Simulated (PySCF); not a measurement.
Dissociation curve of SMILES S (H2S). The S1–H3 bond (S1 also carries H; H3 carries nothing else) is varied alone, starting from the PBE0/def2-TZVP optimised geometry.

- CASSCF(2,2)/cc-pVDZ (PySCF)
- UMP2/6-31G* = unrestricted MP2 (frozen core)/6-31G*, spherical d in PySCF
- UMP2 = MP2 on UHF/cc-pVDZ, 5 core orbitals frozen in PySCF 2.14.0

Energies are in eV, each relative to the lowest point of its own curve near equilibrium.

| R / Å | CASSCF(2,2) | UMP2/6-31G* | UMP2 |
|---|---|---|---|
| 1.00 | 3.361 | 3.162 | 3.240 |
| 1.09 | 1.583 | 1.418 | 1.485 |
| 1.13 | 1.066 | 0.923 | 0.980 |
| 1.22 | 0.339 | 0.253 | 0.283 |
| 1.27 | 0.131 | 0.078 | 0.094 |
| 1.31 | 0.039 | 0.013 | 0.020 |
| 1.34 | 0.005 | 0.000 | 0.000 |
| 1.38 | 0.000 | 0.021 | 0.014 |
| 1.42 | 0.031 | 0.079 | 0.066 |
| 1.48 | 0.132 | 0.218 | 0.201 |
| 1.54 | 0.278 | 0.402 | 0.385 |
| 1.65 | 0.620 | 0.810 | 0.803 |
| 1.81 | 1.178 | 1.582 | 1.559 |
| 2.02 | 1.870 | 2.609 | — |
| 2.19 | 2.330 | 2.998 | — |
| 2.42 | 2.785 | 3.255 | — |
| 2.69 | 3.110 | 3.384 | — |
| 2.92 | 3.262 | 3.433 | — |
| 3.27 | 3.372 | 3.465 | — |
| 3.59 | 3.410 | 3.476 | — |
| 4.06 | 3.429 | 3.481 | — |
| 4.73 | 3.434 | 3.484 | — |

At the longest distance, 4.73 Å, UMP2/6-31G* lies highest above its minimum (3.484 eV) and CASSCF(2,2) lowest (3.434 eV).

Dashes: no converged value, or the column stops at the first point that the program doubted or that broke a chosen test of continuity, which isn't proof of a fault.

The unrestricted determinant behind UMP2/6-31G*, UMP2 is spin-contaminated at 1.81 to 4.73 Å (<S²> up to 1.0, against 0.00 for a pure singlet).
